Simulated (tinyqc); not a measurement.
UKS/PBE in the sto-6g basis, for LiH+, spin multiplicity 2, step by step (part 2 of 2). Computed by tinyqc, a small Python program that keeps every step (integrals from PySCF). Command: `OMP_NUM_THREADS=1 python tinyqc.py 27936 27937 out.jsonl` (the two numbers bound the seeds that draw the settings). One thread of a shared host (Intel(R) Xeon(R) Processor @ 2.60GHz), about 2 s of CPU time with the checks.

Geometry (angstrom):
```
atom       x       y       z
Li    0.0000  0.0000  0.0000
H     0.0000  0.0000  2.7040
```

## Iteration 2: diagonalisation and new density

F(alpha) (hartree):
```
          1Li 1s   1Li 2s  1Li 2px  1Li 2py  1Li 2pz    2H 1s
1Li 1s   -2.1349  -0.5652   0.0000   0.0000  -0.0007  -0.0148
1Li 2s   -0.5652  -0.4162   0.0000   0.0000  -0.0422  -0.1147
1Li 2px   0.0000   0.0000  -0.1935   0.0000   0.0000   0.0000
1Li 2py   0.0000   0.0000   0.0000  -0.1935   0.0000   0.0000
1Li 2pz  -0.0007  -0.0422   0.0000   0.0000  -0.2210  -0.1655
2H 1s    -0.0148  -0.1147   0.0000   0.0000  -0.1655  -0.4956
```

F(beta) (hartree):
```
          1Li 1s   1Li 2s  1Li 2px  1Li 2py  1Li 2pz    2H 1s
1Li 1s   -2.1323  -0.5628   0.0000   0.0000   0.0012  -0.0147
1Li 2s   -0.5628  -0.3679   0.0000   0.0000  -0.0043  -0.0430
1Li 2px   0.0000   0.0000  -0.1522   0.0000   0.0000   0.0000
1Li 2py   0.0000   0.0000   0.0000  -0.1522   0.0000   0.0000
1Li 2pz   0.0012  -0.0043   0.0000   0.0000  -0.1587  -0.0458
2H 1s    -0.0147  -0.0430   0.0000   0.0000  -0.0458   0.3586
```

X:
```
          1Li 1s   1Li 2s  1Li 2px  1Li 2py  1Li 2pz    2H 1s
1Li 1s    1.0221  -0.1241   0.0000   0.0000  -0.0029   0.0132
1Li 2s   -0.1241   1.0337   0.0000   0.0000   0.0175  -0.0912
1Li 2px   0.0000   0.0000   1.0000   0.0000   0.0000   0.0000
1Li 2py   0.0000   0.0000   0.0000   1.0000   0.0000   0.0000
1Li 2pz  -0.0029   0.0175   0.0000   0.0000   1.0254  -0.1335
2H 1s     0.0132  -0.0912   0.0000   0.0000  -0.1335   1.0369
```

D(alpha) after iteration 1:
```
          1Li 1s   1Li 2s  1Li 2px  1Li 2py  1Li 2pz    2H 1s
1Li 1s    0.9965  -0.0146   0.0000   0.0000  -0.0247  -0.0313
1Li 2s   -0.0146   0.1633   0.0000   0.0000   0.1241   0.0990
1Li 2px   0.0000   0.0000   0.0000   0.0000   0.0000   0.0000
1Li 2py   0.0000   0.0000   0.0000   0.0000   0.0000   0.0000
1Li 2pz  -0.0247   0.1241   0.0000   0.0000   0.0954   0.0911
2H 1s    -0.0313   0.0990   0.0000   0.0000   0.0911   0.6731
```

D(beta) after iteration 1:
```
          1Li 1s   1Li 2s  1Li 2px  1Li 2py  1Li 2pz    2H 1s
1Li 1s    0.9913   0.0156   0.0000   0.0000  -0.0015  -0.0012
1Li 2s    0.0156   0.0013   0.0000   0.0000  -0.0001  -0.0001
1Li 2px   0.0000   0.0000   0.0000   0.0000   0.0000   0.0000
1Li 2py   0.0000   0.0000   0.0000   0.0000   0.0000   0.0000
1Li 2pz  -0.0015  -0.0001   0.0000   0.0000   0.0000   0.0000
2H 1s    -0.0012  -0.0001   0.0000   0.0000   0.0000   0.0000
```

overlap S:
```
         1Li 1s  1Li 2s  1Li 2px  1Li 2py  1Li 2pz   2H 1s
1Li 1s   1.0000  0.2357   0.0000   0.0000   0.0000  0.0059
1Li 2s   0.2357  1.0000   0.0000   0.0000   0.0000  0.1667
1Li 2px  0.0000  0.0000   1.0000   0.0000   0.0000  0.0000
1Li 2py  0.0000  0.0000   0.0000   1.0000   0.0000  0.0000
1Li 2pz  0.0000  0.0000   0.0000   0.0000   1.0000  0.2515
2H 1s    0.0059  0.1667   0.0000   0.0000   0.2515  1.0000
```

Diagonalise F' = X^T F X, C = X C', fill 2 alpha and 1 beta electrons from the bottom; D(s) = C_occ C_occ^T; the new density keeps 0.3 of the old one (damping). Each column has its largest component positive (the first on a tie).

F' = X^T F X (alpha) (hartree):
```
         1        2        3        4        5        6
1  -2.0933  -0.2824   0.0000   0.0000   0.0009   0.0125
2  -0.2824  -0.3165   0.0000   0.0000  -0.0284  -0.0452
3   0.0000   0.0000  -0.1935   0.0000   0.0000   0.0000
4   0.0000   0.0000   0.0000  -0.1935   0.0000   0.0000
5   0.0009  -0.0284   0.0000   0.0000  -0.1970  -0.0790
6   0.0125  -0.0452   0.0000   0.0000  -0.0790  -0.4732
```

orbital energies (alpha) (hartree): MO1 -2.1371, MO2 -0.5059, MO3 -0.2635, MO4 -0.1935, MO5 -0.1935, MO6 -0.1734

coefficients C (alpha):
```
             MO1      MO2      MO3      MO4     MO5      MO6
1Li 1s    0.9909  -0.0470  -0.2731   0.0000  0.0000   0.0382
1Li 2s    0.0360   0.1470   1.0254   0.0000  0.0000  -0.1349
1Li 2px   0.0000   0.0000   0.0000  -0.0163  0.9999   0.0000
1Li 2py   0.0000   0.0000   0.0000   0.9999  0.0163   0.0000
1Li 2pz   0.0020   0.1454   0.1594   0.0000  0.0000   1.0115
2H 1s    -0.0044   0.9200  -0.3655   0.0000  0.0000  -0.3485
```

F' = X^T F X (beta) (hartree):
```
         1        2        3        4        5        6
1  -2.0906  -0.2857   0.0000   0.0000  -0.0009   0.0152
2  -0.2857  -0.2708   0.0000   0.0000   0.0024  -0.0547
3   0.0000   0.0000  -0.1522   0.0000   0.0000   0.0000
4   0.0000   0.0000   0.0000  -0.1522   0.0000   0.0000
5  -0.0009   0.0024   0.0000   0.0000  -0.1480  -0.0779
6   0.0152  -0.0547   0.0000   0.0000  -0.0779   0.4010
```

orbital energies (beta) (hartree): MO1 -2.1344, MO2 -0.2323, MO3 -0.1584, MO4 -0.1522, MO5 -0.1522, MO6 0.4167

coefficients C (beta):
```
             MO1      MO2      MO3      MO4     MO5      MO6
1Li 1s    0.9914  -0.2744   0.0188   0.0000  0.0000   0.0402
1Li 2s    0.0341   1.0263  -0.0684   0.0000  0.0000  -0.1828
1Li 2px   0.0000   0.0000   0.0000  -0.3540  0.9352   0.0000
1Li 2py   0.0000   0.0000   0.0000   0.9352  0.3540   0.0000
1Li 2pz   0.0003   0.0649   0.9954   0.0000  0.0000  -0.2732
2H 1s    -0.0035  -0.0001   0.0098   0.0000  0.0000   1.0495
```

D(alpha) after iteration 2:
```
          1Li 1s  1Li 2s  1Li 2px  1Li 2py  1Li 2pz    2H 1s
1Li 1s    0.9879  0.0158   0.0000   0.0000  -0.0108  -0.0427
1Li 2s    0.0158  0.0650   0.0000   0.0000   0.0522   0.1242
1Li 2px   0.0000  0.0000   0.0000   0.0000   0.0000   0.0000
1Li 2py   0.0000  0.0000   0.0000   0.0000   0.0000   0.0000
1Li 2pz  -0.0108  0.0522   0.0000   0.0000   0.0434   0.1210
2H 1s    -0.0427  0.1242   0.0000   0.0000   0.1210   0.7945
```

D(beta) after iteration 2:
```
          1Li 1s   1Li 2s  1Li 2px  1Li 2py  1Li 2pz    2H 1s
1Li 1s    0.9855   0.0284   0.0000   0.0000  -0.0002  -0.0028
1Li 2s    0.0284   0.0012   0.0000   0.0000   0.0000  -0.0001
1Li 2px   0.0000   0.0000   0.0000   0.0000   0.0000   0.0000
1Li 2py   0.0000   0.0000   0.0000   0.0000   0.0000   0.0000
1Li 2pz  -0.0002   0.0000   0.0000   0.0000   0.0000   0.0000
2H 1s    -0.0028  -0.0001   0.0000   0.0000   0.0000   0.0000
```

Within a degenerate level the vectors are fixed only up to a rotation; this is one choice.

## Iteration 16 (converged): orbitals

converged F(alpha) (hartree):
```
          1Li 1s   1Li 2s  1Li 2px  1Li 2py  1Li 2pz    2H 1s
1Li 1s   -2.1722  -0.5715   0.0000   0.0000  -0.0006  -0.0149
1Li 2s   -0.5715  -0.4147   0.0000   0.0000  -0.0310  -0.1101
1Li 2px   0.0000   0.0000  -0.1927   0.0000   0.0000   0.0000
1Li 2py   0.0000   0.0000   0.0000  -0.1927   0.0000   0.0000
1Li 2pz  -0.0006  -0.0310   0.0000   0.0000  -0.2182  -0.1580
2H 1s    -0.0149  -0.1101   0.0000   0.0000  -0.1580  -0.4428
```

converged F(beta) (hartree):
```
          1Li 1s   1Li 2s  1Li 2px  1Li 2py  1Li 2pz    2H 1s
1Li 1s   -2.1709  -0.5701   0.0000   0.0000   0.0006  -0.0148
1Li 2s   -0.5701  -0.3790   0.0000   0.0000   0.0017  -0.0269
1Li 2px   0.0000   0.0000  -0.1663   0.0000   0.0000   0.0000
1Li 2py   0.0000   0.0000   0.0000  -0.1663   0.0000   0.0000
1Li 2pz   0.0006   0.0017   0.0000   0.0000  -0.1638  -0.0181
2H 1s    -0.0148  -0.0269   0.0000   0.0000  -0.0181   0.6159
```

Diagonalise F' = X^T F X, C = X C', fill 2 alpha and 1 beta electrons from the bottom; D(s) = C_occ C_occ^T. Each column has its largest component positive (the first on a tie).

F' = X^T F X (alpha) (hartree):
```
         1        2        3        4        5        6
1  -2.1306  -0.2846   0.0000   0.0000  -0.0004   0.0127
2  -0.2846  -0.3139   0.0000   0.0000  -0.0172  -0.0467
3   0.0000   0.0000  -0.1927   0.0000   0.0000   0.0000
4   0.0000   0.0000   0.0000  -0.1927   0.0000   0.0000
5  -0.0004  -0.0172   0.0000   0.0000  -0.1948  -0.0795
6   0.0127  -0.0467   0.0000   0.0000  -0.0795  -0.4190
```

orbital energies (alpha) (hartree): MO1 -2.1742, MO2 -0.4582, MO3 -0.2566, MO4 -0.1927, MO5 -0.1927, MO6 -0.1694

coefficients C (alpha):
```
             MO1      MO2      MO3      MO4     MO5      MO6
1Li 1s    0.9915  -0.0589  -0.2713   0.0000  0.0000  -0.0044
1Li 2s    0.0338   0.1941   1.0262   0.0000  0.0000   0.0271
1Li 2px   0.0000   0.0000   0.0000   1.0000  0.0019   0.0000
1Li 2py   0.0000   0.0000   0.0000  -0.0019  1.0000   0.0000
1Li 2pz   0.0016   0.1838  -0.0144   0.0000  0.0000   1.0177
2H 1s    -0.0041   0.8896  -0.3444   0.0000  0.0000  -0.4377
```

F' = X^T F X (beta) (hartree):
```
         1        2        3        4        5        6
1  -2.1292  -0.2871   0.0000   0.0000  -0.0021   0.0166
2  -0.2871  -0.2822   0.0000   0.0000   0.0069  -0.0607
3   0.0000   0.0000  -0.1663   0.0000   0.0000   0.0000
4   0.0000   0.0000   0.0000  -0.1663   0.0000   0.0000
5  -0.0021   0.0069   0.0000   0.0000  -0.1561  -0.0830
6   0.0166  -0.0607   0.0000   0.0000  -0.0830   0.6669
```

orbital energies (beta) (hartree): MO1 -2.1728, MO2 -0.2429, MO3 -0.1663, MO4 -0.1663, MO5 -0.1644, MO6 0.6795

coefficients C (beta):
```
             MO1      MO2      MO3     MO4      MO5      MO6
1Li 1s    0.9918  -0.2743   0.0000  0.0000  -0.0048   0.0348
1Li 2s    0.0326   1.0317   0.0000  0.0000   0.0200  -0.1633
1Li 2px   0.0000   0.0000   0.9940  0.1097   0.0000   0.0000
1Li 2py   0.0000   0.0000  -0.1097  0.9940   0.0000   0.0000
1Li 2pz   0.0006  -0.0098   0.0000  0.0000   1.0070  -0.2354
2H 1s    -0.0033  -0.0202   0.0000  0.0000  -0.0300   1.0489
```

D(alpha) after iteration 16:
```
          1Li 1s  1Li 2s  1Li 2px  1Li 2py  1Li 2pz    2H 1s
1Li 1s    0.9866  0.0221   0.0000   0.0000  -0.0092  -0.0564
1Li 2s    0.0221  0.0388   0.0000   0.0000   0.0357   0.1725
1Li 2px   0.0000  0.0000   0.0000   0.0000   0.0000   0.0000
1Li 2py   0.0000  0.0000   0.0000   0.0000   0.0000   0.0000
1Li 2pz  -0.0092  0.0357   0.0000   0.0000   0.0338   0.1635
2H 1s    -0.0564  0.1725   0.0000   0.0000   0.1635   0.7913
```

D(beta) after iteration 16:
```
          1Li 1s   1Li 2s  1Li 2px  1Li 2py  1Li 2pz    2H 1s
1Li 1s    0.9837   0.0324   0.0000   0.0000   0.0005  -0.0033
1Li 2s    0.0324   0.0011   0.0000   0.0000   0.0000  -0.0001
1Li 2px   0.0000   0.0000   0.0000   0.0000   0.0000   0.0000
1Li 2py   0.0000   0.0000   0.0000   0.0000   0.0000   0.0000
1Li 2pz   0.0005   0.0000   0.0000   0.0000   0.0000   0.0000
2H 1s    -0.0033  -0.0001   0.0000   0.0000   0.0000   0.0000
```

Within a degenerate level the vectors are fixed only up to a rotation; this is one choice.

## Convergence

Stop when the energy changes by less than 1e-08 hartree and every element of the error matrix X^T (F D S - S D F) X (for each spin) is below 3e-05.

Course of the cycle:
```
iteration  E (hartree)     change  largest element of the error matrix
1            -7.529285          -                             1.35e-01
2            -7.684743  -1.55e-01                             3.30e-02
3            -7.716812  -3.21e-02                             7.71e-03
4            -7.726200  -9.39e-03                             2.70e-03
5            -7.729022  -2.82e-03                             9.22e-04
6            -7.729869  -8.47e-04                             2.96e-04
7            -7.730124  -2.54e-04                             9.40e-05
8            -7.730200  -7.63e-05                             2.97e-05
9            -7.730223  -2.29e-05                             9.41e-06
10           -7.730230  -6.87e-06                             2.99e-06
11           -7.730232  -2.06e-06                             9.49e-07
12           -7.730232  -6.18e-07                             3.02e-07
13           -7.730232  -1.85e-07                             9.65e-08
14           -7.730232  -5.56e-08                             4.11e-08
15           -7.730232  -1.67e-08                             1.75e-08
16           -7.730232  -5.01e-09                             7.45e-09
```

PySCF UKS in the same basis, fine grid, after a stability check = -7.723070 hartree

Converged in 16 iterations. The coarse grid moves the energy by -7.16e-03 hartree.

## Populations, bond orders and dipole

Mulliken: Z minus the diagonal of D S on the atom; Loewdin: the same with S^(1/2) D S^(1/2); Mayer order: 2 sum_s sum (D(s) S)_ij (D(s) S)_ji over the two atoms.

Charges (e):
```
atom  Mulliken  Loewdin  Mulliken spin
1Li     0.8608   0.8447         0.1391
2H      0.1392   0.1553         0.8609
```

Mayer bond orders:
```
pair   order
2-1   0.2395
```

dipole moment about the origin, x y z (debye): 0.0000  0.0000  0.9240

<S^2> of the determinant (pure state: 0.75) = 0.7500
